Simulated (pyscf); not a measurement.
PySCF, gas phase, ωB97X-D3(BJ)/def2-SVP geometries. MP2 and CC: frozen core, UHF for open shells. ΔMP2 is the change of the MP2 total energy from the triple- to the quadruple-zeta basis.

Task: For H₃C–InH₂ + H₂O → CH₄ + HO–InH₂, a four-centre exchange (singlet surface; C–In, H–O broken, C–H, In–O formed), PBE/def2-TZVP gives ΔE‡ = 7.7 kcal/mol and ΔE = -18.1 kcal/mol (zero: the separated reactants). In which direction and how far do M06-2X/def2-TZVP, ωB97M-D3(BJ)/def2-TZVP, CCSD(T)/def2-TZVPP + ΔMP2(QZVPP) move these?

Result: M06-2X: ΔE‡ = 8.5 kcal/mol, ΔE = -18.4 kcal/mol; ωB97M-D3(BJ): ΔE‡ = 12.1 kcal/mol, ΔE = -16.8 kcal/mol; CCSD(T): ΔE‡ = 12.5 kcal/mol, ΔE = -15.8 kcal/mol. PBE's barrier lies under all of them, by 0.8 to 4.9 kcal/mol. Its reaction energy lies among theirs. On the reactant side the descent ends in an adduct with a In–O contact, 13.4 kcal/mol under the separated species and 24.3 kcal/mol under the saddle at ωB97X-D3(BJ)/def2-TZVP. What is counted as formed (In–O) is already present as a longer contact in the reactant adduct; forming that adduct is a step of its own. One saddle was located; it need not be the lowest between these sides. The CCSD(T) − MP2 part came from Ansatz, without density fitting, on the same reference. The frozen core leaves the outer d or s,p core shells of the metals and heavy elements correlated in the MP2 and CC values, and def2-TZVPP describes them poorly, which can shift differences by a few kcal/mol. Elements past Kr carry the def2 core potentials, without spin-orbit coupling.
